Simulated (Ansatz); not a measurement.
Species: lithium hydride, LiH, net charge 0, singlet state. SMILES: [LiH]
Geometry from a B3LYP-D3(BJ)/def2-TZVP (Ansatz, an electronic-structure program) optimisation:
```
Li
H 1 1.5907
```
Charge 0, spin multiplicity 1.

Wanted: atomisation energy, in kcal/mol. Terms: non-relativistic; LANL2DZ all-electron up to Ne; no spin-orbit coupling; 6-31G* and kin with 6d, 5d where marked; 6-311+G** with 5d; valence correlation only; atomisation electronic, to ground-state atoms; UHF or UKS for open shells. CBS marks a two-point X^-3 extrapolation of the correlation energy; Hartree-Fock from the larger set. First-principles rows: single points at B3LYP-D3(BJ) geometries (Ansatz).

Coupled cluster (Ansatz) is a level with limits of its own, used here on species with T1 under 0.025 (0.045 for open shells) and stable references: CCSD(T)/CBS(def2-TZVPPD,def2-QZVPPD).

Value to compare with, CCSD(T)/CBS(def2-TZVPPD,def2-QZVPPD) (Ansatz): 57.6 kcal/mol.

```tsv
level	program	atomisation energy (kcal/mol)	difference
B3LYP/STO-3G	Ansatz	76.8	19.2
B3LYP/3-21G	Ansatz	57.9	0.3
B3LYP/LANL2DZ	Ansatz	57.8	0.2
B3LYP/6-31G	Ansatz	56.2	-1.4
B3LYP/6-31G*	Ansatz	56.8	-0.8
B3LYP/6-31+G*	Ansatz	56.8	-0.8
B3LYP/6-31G**	Ansatz	57.1	-0.5
B3LYP/def2-SVP	Ansatz	58.5	0.9
B3LYP/cc-pVDZ	Ansatz	57.1	-0.5
B3LYP/6-311+G**	Ansatz	58.2	0.6
B3LYP/def2-TZVPD	Ansatz	58.0	0.4
```

Among the 10 habitual levels, B3LYP/STO-3G lies farthest from CCSD(T)/CBS(def2-TZVPPD,def2-QZVPPD) (Ansatz) (19.2 kcal/mol); 5 of 10 lie above it, and their mean absolute difference is 2.5 kcal/mol, the median 0.7. One case shows no general order.

The sets are all those run for this method; runs whose electronic state is in doubt are left out.
